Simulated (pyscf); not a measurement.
A first-order saddle from PySCF, ωB97X-D3(BJ)/def2-SVP:

```
Si
O 1 1.5295
H 1 1.4930 2 124.25
H 1 1.5559 3 111.20 2 179.96
H 4 1.3130 3 144.87 1 179.93
```
Charge 0, spin multiplicity 2.

Surface: doublet, charge 0. Lowest wavenumbers (cm⁻¹): 935i, 178, 290, 724, 800.

**Question.** What reaction is this the transition state of?

**Answer.** O=SiH₂ + H• ⇌ [O=SiH]• + H₂, a hydrogen abstraction read from left to right: H–Si broken and H–H formed. At ωB97M-D3(BJ)/def2-TZVP it lies +17.7 kJ/mol from the left side and +103.5 kJ/mol from the right (each side as separated species at their lowest minima found). This is the saddle that the search found; another between the same sides may lie lower. The angle at the transferred H is 178°.
